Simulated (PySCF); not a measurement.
**SF₂: singlet, from a linear start**

The task is one start of a wider search on SF₂: the singlet, from a linear start. It is relaxed, tested by its Hessian and followed downhill if it is a saddle.

Program: PySCF 2.14.0. Level of theory: B3LYP, basis S def2-TZVP, F def2-TZVP, no relativity, density fitting. These are calculated values, not measurements.

## 1. The starting structure

3 atoms, charge 0, spin multiplicity 1.

Bond lengths: S1–F2 1.670 Å, S1–F3 1.670 Å. Angles: F2–S1–F3 180.0°.

```xyz
3
charge 0 multiplicity 1
S     0.0000    0.0000    0.0000
F     0.0000    0.0000    1.6700
F     0.0000    0.0000   -1.6700
```

## 2. First SCF at the start

The steps below are one call of a driver around PySCF. For each, scf.py gives the equivalent set-up of the SCF; relaxations use the driver's own optimiser. After this first run the driver tries any further starts and a stability analysis.

scf.py reads:

```python
from pyscf import gto, scf, dft
mol = gto.M(atom='''
S      0.000000     0.000000     0.000000
F      0.000000     0.000000     1.670000
F      0.000000     0.000000    -1.670000''',
    basis={'S': 'def2-TZVP', 'F': 'def2-TZVP'},
    charge=0, spin=0)
mf = dft.RKS(mol, xc='B3LYP')
mf.grids.atom_grid = (50, 194)
aux = {'S': 'def2-universal-JKFIT', 'F': 'def2-universal-JKFIT'}
mf = mf.density_fit(auxbasis=aux)
mf.conv_tol = 1e-08
mf.diis_space = 10
mf.max_cycle = 60
mf.init_guess = 'minao'
mf.verbose = 4
mf.kernel()
```

On the command line:

```
> OMP_NUM_THREADS=2 python axn.py task.json out
```

The runs that follow: Relaxing the singlet from the linear start; Frequencies; Downhill along the imaginary mode; Frequencies.

Q: Predict the outcome of this session. Wanted: minimum; geometry; wavenumbers; dipole moment; highest occupied, lowest empty level; polar-tensor charge of S1; zero-point energy; atomisation energy.

As calculated:

| quantity | value |
| --- | --- |
| minimum | singlet, C2v |
| geometry | S–F 1.605 Å (×2); F–S–F 98.8° |
| wavenumbers (cm⁻¹) | 342 (a1), 796 (b2), 826 (a1) |
| dipole moment | 1.20 D |
| highest occupied, lowest empty level | -7.05, -2.07 eV |
| polar-tensor charge of S1 | +0.94 e |
| zero-point energy | 11.7 kJ/mol |
| entropy at 298.15 K | 258.3 J/(mol K) |
| atomisation energy (no zero-point energy) | 721 kJ/mol |

The linear start (D∞h) ends in a minimum of C2v symmetry, after a stop at a saddle point 227.7 kJ/mol higher, from which it was pushed off along an imaginary mode. The strongest infrared band lies at 796 cm⁻¹ (b2, stretch). Only this shape and spin were tried, so other structures or states may lie lower.
